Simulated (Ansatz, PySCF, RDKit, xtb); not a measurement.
# Solving CHBCl, step by step

Given the formula CHBCl (odd number of electrons) and nothing else, which arrangement of the atoms is the most stable in the gas at 298.15 K, and what are its properties?

The funnel: GFN2-xTB relaxations, single points with a density functional, relaxations at B3LYP-D3(BJ)/def2-SVP, harmonic vibrations, and a last energy at a higher level. All values are calculated.

6 further runs of the same task are left out: 6 set aside as unsound or not needed.

### Step 1. Possible bonding patterns

All bonding patterns within simple valence rules are listed by program: one Lewis structure each, at most two rings and one unusual centre or charged pair. O–O, O–halogen and N–halogen bonds and N–N–N chains are not drawn. That gives 3 candidates.

```
label    SMILES     spin
 c138   [B]=CCl  doublet
 c713   B=[C]Cl  doublet
 c797  [CH]=BCl  doublet
```

Candidates are built by distance geometry, with a force field where one applies, in up to four conformers (letters a to d). 6 starts with atoms placed at random are added, to find patterns that the rules miss.

**Question.** With final energies at CCSD(T)/def2-TZVPP, which structure will this search put lowest in free energy, and by what margin?

| quantity | value |
| --- | --- |
| lowest structure found | [CH]=BCl, doublet, C∞v |
| next finalist | B=[C]Cl, doublet, 27.3 kcal/mol higher in G |
| share at equilibrium, among the finalists | 100.0 % |
| harmonic wavenumbers, lowest and highest (B3LYP-D3(BJ)/def2-SVP) | 306 and 3402 cm⁻¹ |
| rotational constants, same geometry | 0.1663 cm⁻¹ |
| dipole moment (PBE0/def2-TZVPD) | 0.04 D |
| HOMO energy (highest over α and β) (PBE0/def2-TZVPD) | -6.72 eV |
| LUMO energy (lowest over α and β) (PBE0/def2-TZVPD) | -3.87 eV |
| lowest excitation (TD-B3LYP/def2-SVPD) | 0.16 eV (f = 0.000) |
| strongest of the states computed, same level | 5.08 eV (f = 0.031) |
| vertical ionisation energy (to the singlet cation) | 10.44 eV |
| vertical electron affinity | 1.88 eV |
| vertical quartet less doublet | +4.43 eV |

`[CH]=BCl` comes out lowest. Among the finalists first place is clear (27.3 kcal/mol); structures outside the list aren't covered. GFN2-xTB, HF/STO-3G, r2SCAN-D4/def2-SVP, B3LYP-D3(BJ)/def2-SVP, HF/def2-TZVPP and MP2/def2-TZVPP already put its bonding pattern lowest among the structures in one piece. The lowest root, under 0.4 eV, can be the other component of a degenerate ground state rather than an excitation. The stability test raises a flag; for an open shell a flag towards a general spinor solution can be the free rotation of the spin. Lowest found is not proven lowest: the search is finite, and each finalist counts with one conformer.
